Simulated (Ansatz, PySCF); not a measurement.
Molecule: C$_{2}$H$_{2}$F, charge 0, multiplicity 2. It need not be the lowest isomer of its formula. 
Coordinates optimised at B3LYP-D3(BJ)/def2-TZVP (Ansatz, a program for electronic structure):
```xyz
5

C     -0.0030     0.4279    -0.0061
C      1.2000    -0.0902     0.0004
F     -1.1765    -0.1568     0.0031
H      1.3403    -1.1676     0.0158
H      2.0667     0.5527    -0.0094
```
Charge 0, spin multiplicity 2.

Property: atomisation energy (electronic, to ground-state atoms), in kcal/mol. Valence correlation only, unless marked. Open shells are spin-unrestricted. No spin-orbit coupling. No relativistic terms. FCI takes restricted orbitals. The coupled-cluster limit lacks core correlation, which all-electron functionals hold. CBS(X,Y): correlation extrapolated as X^-3; Hartree-Fock from the larger set. The bracket is a focal-point correction in the basis named.

```
level          program  atomisation energy (kcal/mol)
-------------  -------  -----------------------------
HF/6-31G*       Ansatz                          322.5
HF/def2-TZVPD    PySCF                          325.3
```

### Question
Estimate the value at RI-MP2/CBS(aug-cc-pVTZ,aug-cc-pVQZ)+[CCSD(T)-MP2]/aug-cc-pVTZ as computed with Ansatz.

### Answer
452.2 kcal/mol, so HF/def2-TZVPD differs from it by -126.9 kcal/mol.
